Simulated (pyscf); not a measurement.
Structures and frequencies: ωB97X-D3(BJ)/def2-SVP in PySCF.

For the elementary gas-phase step `[SiH3][O][AsH2]` + `[OH2]` → `[OH][AsH][O][SiH3]` + `[H][H]` (singlet surface; As–H, H–O broken, As–O, H–H formed), what barrier and reaction energy does ωB97M-D3(BJ)/def2-TZVP give, measured from the separated reactants?

ΔE‡ = 47.1 kcal/mol, ΔE = +0.6 kcal/mol. Zero-point energy shifts the barrier by -0.9 kcal/mol. It is a four-centre exchange, with an imaginary mode of 1280i cm⁻¹. H₃Si–O–AsH₂ lies 10.7 kcal/mol over its isomer HO–SiH₂–AsH₂, and others may lie lower still (electronic energy, ωB97M-D3(BJ)). This is the saddle that the search found; another between the same sides may lie lower. Elements up to Kr have no core potential and no relativistic terms here.
